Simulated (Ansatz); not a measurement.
# Nudged elastic band run: CH8SSi

input.yaml

```yaml
crystal:
  periodic: [false, false, false]
  atoms:
    - { symbol: Si, position_ang: [0.30001, -0.095028, 0.179078] }
    - { symbol: C, position_ang: [0.433115, 0.145694, 2.046287] }
    - { symbol: H, position_ang: [-0.560427, 0.417797, 2.456026] }
    - { symbol: H, position_ang: [0.781133, -0.783193, 2.541435] }
    - { symbol: H, position_ang: [1.148912, 0.956562, 2.289357] }
    - { symbol: H, position_ang: [1.635439, -0.454445, -0.420074] }
    - { symbol: H, position_ang: [-0.187817, 1.157957, -0.500639] }
    - { symbol: H, position_ang: [-0.662698, -1.206462, -0.157843] }
    - { symbol: S, position_ang: [-3.406998, 0.559159, 1.287258] }
    - { symbol: H, position_ang: [-2.918766, 0.385302, 0.027643] }
    - { symbol: H, position_ang: [-3.305402, -0.774544, 1.544471] }
basis:
  gaussian: { orbitals: def2-SVP }
hamiltonian:
  xc: pbe
  dispersion: d4
neb:
  order_check: false
  images: 7
  f_tol: 0.05
  max_iterations: 60
  final_atoms:
    - { symbol: Si, position_ang: [-0.55392595, 0.00619063, -0.92128435] }
    - { symbol: C, position_ang: [-0.18949389, 0.04730152, 2.97061326] }
    - { symbol: H, position_ang: [-0.66492594, -0.20126225, 3.93767495] }
    - { symbol: H, position_ang: [-0.11019637, -0.86929604, 2.35375655] }
    - { symbol: H, position_ang: [0.8244349, 0.45308617, 3.14986223] }
    - { symbol: H, position_ang: [0.48661969, 0.79359925, -0.17353881] }
    - { symbol: H, position_ang: [-0.53566192, 0.40152846, -2.3692648] }
    - { symbol: H, position_ang: [-0.23424462, -1.45810802, -0.78831195] }
    - { symbol: S, position_ang: [-2.56875551, 0.44921205, -0.26755047] }
    - { symbol: H, position_ang: [-2.40087614, -0.12101328, 0.95864319] }
    - { symbol: H, position_ang: [-0.79647324, 0.8075605, 2.44239918] }
  initial_path:
    images:
      - { positions_ang: [[0.30001, -0.095028, 0.179078], [0.433115, 0.145694, 2.046287], [-0.560427, 0.417797, 2.456026], [0.781133, -0.783193, 2.541435], [1.148912, 0.956562, 2.289357], [1.635439, -0.454445, -0.420074], [-0.187817, 1.157957, -0.500639], [-0.662698, -1.206462, -0.157843], [-3.406998, 0.559159, 1.287258], [-2.918766, 0.385302, 0.027643], [-3.305402, -0.774544, 1.544471]] }
      - { positions_ang: [[0.22195249, -0.10249481, 0.13525718], [0.32399005, 0.10485084, 2.09001189], [-0.67831567, 0.26758284, 2.49307386], [0.75390572, -0.78720382, 2.56288143], [0.95019074, 0.9631567, 2.35259668], [1.56461534, -0.42035178, -0.43482372], [-0.27831849, 1.14779267, -0.51070385], [-0.70787281, -1.21597901, -0.22476427], [-3.11402279, 0.57329183, 1.15380725], [-2.99473928, 0.27036875, 0.03085166], [-2.78488428, -0.4922152, 1.64481088]] }
      - { positions_ang: [[0.14389497, -0.10996162, 0.09143637], [0.21486509, 0.06400768, 2.13373678], [-0.79620435, 0.11736868, 2.53012171], [0.72667844, -0.79121465, 2.58432786], [0.75146948, 0.9697514, 2.41583636], [1.49379168, -0.38625856, -0.44957344], [-0.36881998, 1.13762834, -0.52076869], [-0.75304762, -1.22549603, -0.29168554], [-2.82104759, 0.58742466, 1.02035651], [-3.07071257, 0.15543551, 0.03406033], [-2.26436657, -0.2098864, 1.74515075]] }
      - { positions_ang: [[0.06583746, -0.11742843, 0.04761555], [0.10574014, 0.02316452, 2.17746168], [-0.91409302, -0.03284548, 2.56716957], [0.69945116, -0.79522547, 2.60577429], [0.55274822, 0.97634609, 2.47907604], [1.42296801, -0.35216534, -0.46432316], [-0.45932147, 1.127464, -0.53083354], [-0.79822242, -1.23501304, -0.35860681], [-2.52807238, 0.60155749, 0.88690576], [-3.14668585, 0.04050226, 0.03726899], [-1.74384885, 0.0724424, 1.84549063]] }
      - { positions_ang: [[-0.01222006, -0.12489525, 0.00379474], [-0.00338481, -0.01767863, 2.22118657], [-1.03198169, -0.18305965, 2.60421743], [0.67222388, -0.7992363, 2.62722072], [0.35402696, 0.98294079, 2.54231572], [1.35214435, -0.31807212, -0.47907288], [-0.54982296, 1.11729967, -0.54089838], [-0.84339723, -1.24453006, -0.42552807], [-2.23509717, 0.61569031, 0.75345502], [-3.22265914, -0.07443098, 0.04047765], [-1.22333113, 0.3547712, 1.9458305]] }
      - { positions_ang: [[-0.14764653, -0.09212378, -0.22747503], [-0.04991208, -0.00143359, 2.40854324], [-0.94021775, -0.1876103, 2.93758181], [0.47661882, -0.81675123, 2.55885467], [0.47162894, 0.85047714, 2.69420235], [1.13576319, -0.04015428, -0.40268936], [-0.5462827, 0.93835687, -0.99798999], [-0.69110908, -1.29792455, -0.51622404], [-2.31851176, 0.57407075, 0.49820365], [-3.01721339, -0.08607655, 0.27001904], [-1.11661666, 0.46796853, 2.06997267]] }
      - { positions_ang: [[-0.283073, -0.05935231, -0.45874481], [-0.09643935, 0.01481144, 2.59589992], [-0.84845381, -0.19216095, 3.27094619], [0.28101375, -0.83426617, 2.49048863], [0.58923093, 0.71801348, 2.84608898], [0.91938202, 0.23776356, -0.32630584], [-0.54274244, 0.75941407, -1.45508159], [-0.53882092, -1.35131904, -0.60692001], [-2.40192634, 0.53245118, 0.24295227], [-2.81176764, -0.09772213, 0.49956042], [-1.00990219, 0.58116585, 2.19411484]] }
      - { positions_ang: [[-0.41849948, -0.02658084, -0.69001458], [-0.14296662, 0.03105648, 2.78325659], [-0.75668988, -0.1967116, 3.60431057], [0.08540869, -0.8517811, 2.42212259], [0.70683292, 0.58554982, 2.9979756], [0.70300085, 0.51568141, -0.24992232], [-0.53920218, 0.58047126, -1.9121732], [-0.38653277, -1.40471353, -0.69761598], [-2.48534093, 0.49083161, -0.0122991], [-2.60632189, -0.1093677, 0.7291018], [-0.90318772, 0.69436317, 2.31825701]] }
      - { positions_ang: [[-0.55392595, 0.00619063, -0.92128435], [-0.18949389, 0.04730152, 2.97061326], [-0.66492594, -0.20126225, 3.93767495], [-0.11019637, -0.86929604, 2.35375655], [0.8244349, 0.45308617, 3.14986223], [0.48661969, 0.79359925, -0.17353881], [-0.53566192, 0.40152846, -2.3692648], [-0.23424462, -1.45810802, -0.78831195], [-2.56875551, 0.44921205, -0.26755047], [-2.40087614, -0.12101328, 0.95864319], [-0.79647324, 0.8075605, 2.44239918]] }
```

Run as:

```bash
$ ansatz run input.yaml --threads 2 --pin off --max-ram 3072MiB --backend cpu --events-out ev --progress --plain --runs-dir out
```

Output, in part (warnings, iteration lines, the closing report on the highest movable image, with atoms numbered from 0):

```
NEB end point (image 0): max|allowed force component| = 2.941e-2 eV/Å (the criterion of neb.relax_end_points is 1.000e-2)
NEB end point (image 8): max|allowed force component| = 2.633e-2 eV/Å (the criterion of neb.relax_end_points is 1.000e-2)
NEB iter   1: max|band force component| = 6.121e1 eV/Å  barrier→ = 17.2606 eV  barrier← = 17.8128 eV  Δτ_max = 0.1972 Å  (227 SCF iters)
NEB iter   2: max|band force component| = 1.092e1 eV/Å  barrier→ = 3.4152 eV  barrier← = 3.9674 eV  Δτ_max = 0.2000 Å  (215 SCF iters)
NEB iter   3: max|band force component| = 7.344e0 eV/Å  barrier→ = 2.4822 eV  barrier← = 3.0344 eV  Δτ_max = 0.2000 Å  (198 SCF iters)
NEB iter   4: max|band force component| = 3.297e0 eV/Å  barrier→ = 2.3078 eV  barrier← = 2.8600 eV  Δτ_max = 0.2000 Å  (194 SCF iters)
NEB iter   5: max|band force component| = 1.811e0 eV/Å  barrier→ = 2.3131 eV  barrier← = 2.8653 eV  Δτ_max = 0.1977 Å  (196 SCF iters)
NEB iter   6: max|band force component| = 8.625e-1 eV/Å  barrier→ = 2.2603 eV  barrier← = 2.8126 eV  Δτ_max = 0.1780 Å  (182 SCF iters)
NEB iter   7: max|band force component| = 6.587e-1 eV/Å  barrier→ = 2.1908 eV  barrier← = 2.7430 eV  Δτ_max = 0.1973 Å  (189 SCF iters)
NEB iter   8: max|band force component| = 8.819e-1 eV/Å  barrier→ = 2.0308 eV  barrier← = 2.5830 eV  Δτ_max = 0.1003 Å  (189 SCF iters)
NEB iter   9: max|band force component| = 9.070e-1 eV/Å  barrier→ = 1.9656 eV  barrier← = 2.5178 eV  Δτ_max = 0.0501 Å  (184 SCF iters)
NEB iter  10: max|band force component| = 8.655e-1 eV/Å  barrier→ = 1.9538 eV  barrier← = 2.5060 eV  CI = image 4  Δτ_max = 0.0507 Å  (185 SCF iters)
NEB iter  11: max|band force component| = 6.975e-1 eV/Å  barrier→ = 2.0605 eV  barrier← = 2.6127 eV  CI = image 4  Δτ_max = 0.1027 Å  (186 SCF iters)
NEB iter  12: max|band force component| = 4.482e-1 eV/Å  barrier→ = 2.1646 eV  barrier← = 2.7168 eV  CI = image 4  Δτ_max = 0.1092 Å  (183 SCF iters)
NEB iter  13: max|band force component| = 3.050e-1 eV/Å  barrier→ = 2.1368 eV  barrier← = 2.6891 eV  CI = image 4  Δτ_max = 0.1505 Å  (183 SCF iters)
NEB iter  14: max|band force component| = 1.605e-1 eV/Å  barrier→ = 2.1171 eV  barrier← = 2.6693 eV  CI = image 4  Δτ_max = 0.1135 Å  (185 SCF iters)
NEB iter  15: max|band force component| = 1.415e-1 eV/Å  barrier→ = 2.1075 eV  barrier← = 2.6597 eV  CI = image 4  Δτ_max = 0.1151 Å  (187 SCF iters)
NEB iter  16: max|band force component| = 1.483e-1 eV/Å  barrier→ = 2.1040 eV  barrier← = 2.6562 eV  CI = image 4  Δτ_max = 0.0578 Å  (177 SCF iters)
NEB iter  17: max|band force component| = 1.609e-1 eV/Å  barrier→ = 2.1018 eV  barrier← = 2.6540 eV  CI = image 4  Δτ_max = 0.0290 Å  (181 SCF iters)
NEB iter  18: max|band force component| = 1.146e-1 eV/Å  barrier→ = 2.1000 eV  barrier← = 2.6522 eV  CI = image 4  Δτ_max = 0.0290 Å  (184 SCF iters)
NEB iter  19: max|band force component| = 7.677e-2 eV/Å  barrier→ = 2.0984 eV  barrier← = 2.6506 eV  CI = image 4  Δτ_max = 0.0290 Å  (183 SCF iters)
NEB iter  20: max|band force component| = 8.850e-2 eV/Å  barrier→ = 2.0972 eV  barrier← = 2.6494 eV  CI = image 4  Δτ_max = 0.0290 Å  (182 SCF iters)
NEB iter  21: max|band force component| = 9.681e-2 eV/Å  barrier→ = 2.0966 eV  barrier← = 2.6488 eV  CI = image 4  Δτ_max = 0.0290 Å  (183 SCF iters)
NEB iter  22: max|band force component| = 9.450e-2 eV/Å  barrier→ = 2.0962 eV  barrier← = 2.6484 eV  CI = image 4  Δτ_max = 0.0578 Å  (177 SCF iters)
NEB iter  23: max|band force component| = 5.829e-2 eV/Å  barrier→ = 2.0959 eV  barrier← = 2.6481 eV  CI = image 4  Δτ_max = 0.1154 Å  (175 SCF iters)
NEB iter  24: max|band force component| = 4.595e-2 eV/Å  barrier→ = 2.0960 eV  barrier← = 2.6483 eV  CI = image 4  Δτ_max = 0.0000 Å  (371 SCF iters)
Total energy: -19860.90948151 eV, -729.8749612375 hartree
Atom 0 at    -0.216412     0.032544    -0.001716 Å, force    -0.009173    -0.015374    -0.025856 eV/Å
Atom 1 at    -0.122618     0.037781     2.206636 Å, force     0.012885    -0.012594    -0.011417 eV/Å
Atom 2 at    -0.789718     0.239365     3.076641 Å, force    -0.000540     0.003401    -0.008827 eV/Å
Atom 3 at     0.223109    -1.009740     2.291927 Å, force     0.005200     0.001768    -0.001717 eV/Å
Atom 4 at     0.721626     0.749893     2.260950 Å, force     0.005079     0.000986     0.002036 eV/Å
Atom 5 at     1.247009    -0.367806     0.158702 Å, force    -0.001138     0.003056     0.031282 eV/Å
Atom 6 at    -0.122026     1.387116    -0.637949 Å, force    -0.001476     0.005234     0.003986 eV/Å
Atom 7 at    -0.754597    -1.140684    -0.772858 Å, force     0.006968     0.001593     0.006408 eV/Å
Atom 8 at    -2.651151     0.665415     0.498729 Å, force    -0.008998     0.013788     0.012657 eV/Å
Atom 9 at    -3.059197    -0.622705     0.679102 Å, force     0.001554    -0.004138    -0.000346 eV/Å
Atom 10 at    -1.219524     0.337619     1.532834 Å, force    -0.010361     0.002279    -0.008205 eV/Å
Dipole moment:     0.317123    -0.242333     0.371687 e Å
```

The run converged. Neighbouring images differ by up to 1.8 eV, so the band resolves the path poorly. A vibrational analysis at the climbing image gives one clearly imaginary mode, 994i cm⁻¹: a first-order saddle point. The orbitals stay closed-shell, which can raise the energy where a bond breaks towards radicals; this wasn't checked here.

Final band (atoms are numbered from 1 in the order of the input):

| image | path coordinate (Å) | energy (kJ/mol) | Si1–C2 (Å) | S9–H11 (Å) | Si1–S9 (Å) |
| --- | --- | --- | --- | --- | --- |
| 0 | 0.00 | 0.0 | 1.89 | 1.36 | 3.92 |
| 1 | 1.27 | 1.0 | 1.89 | 1.36 | 3.92 |
| 2 | 2.54 | 4.1 | 1.89 | 1.36 | 3.76 |
| 3 | 3.81 | 28.2 | 1.92 | 1.37 | 3.33 |
| 4 | 5.08 | 202.2 | 2.21 | 1.80 | 2.56 |
| 5 | 6.33 | 24.3 | 3.01 | 2.26 | 2.22 |
| 6 | 7.58 | -49.4 | 3.74 | 2.75 | 2.17 |
| 7 | 8.83 | -53.4 | 4.13 | 3.08 | 2.17 |
| 8 | 10.08 | -53.3 | 3.91 | 3.26 | 2.16 |

Time of the run: 3.1 min on 2 threads of Arm Neoverse V2, with other jobs on the host, peak memory 0.13 GiB.
